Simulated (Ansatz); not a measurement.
## H₂Si–B, quartet along the distance Si1-B2

Starting geometry (PBE0/def2-TZVP stationary point for this spin, not checked as a minimum):

```xyz
4

Si    0.0000    0.0000    0.4518
B     0.0000    0.0000   -1.4188
H     0.0000    1.2127    1.3144
H     0.0000   -1.2127    1.3144
```

From there B2 moves along the line of the two atoms named below, all else staying in place; atoms are numbered as listed. Energies are in kJ/mol, counted from the starting geometry at the same level. Kohn–Sham curves are unrestricted where that lies lower.

Basis 6-31G; Ansatz 0.2.0. Only valence electrons are correlated (noble-gas cores frozen).

The reference follows the lowest state, whose symmetry changes along the scan.

Full CI is exact within this basis and frozen core; it isn't the basis-set limit.

```tsv
distance Si1-B2 (Å)	PBE
1.512	262.8
1.693	59.5
1.871	0.0
2.066	11.6
2.231	48.8
2.633	154.0
2.933	208.6
3.465	251.5
4.189	266.0
4.961	268.4
6.507	270.0
```

Question: Estimate the full CI curve in 6-31G from this one, knowing how PBE errs.

Answer: The computed full CI values, in kJ/mol from the starting point, and the error of PBE against them:
```csv
distance Si1-B2 (Å),full CI,PBE less full CI
1.512,284.3,-21.5
1.693,68.2,-8.7
1.871,0.0,0.0
2.066,4.5,7.2
2.231,36.3,12.5
2.633,125.1,28.8
2.933,162.4,46.3
3.465,180.7,70.8
4.189,184.6,81.4
4.961,184.9,83.5
6.507,185.9,84.0
```

PBE at 6.507 Å lies 84.0 kJ/mol (45 %) above the reference in this basis.

In so small a basis the reference is far from its limit while semilocal and hybrid functionals are nearer theirs, so the functionals' errors here hold much of the reference's basis and frozen-core error, which can add to them or hide them.
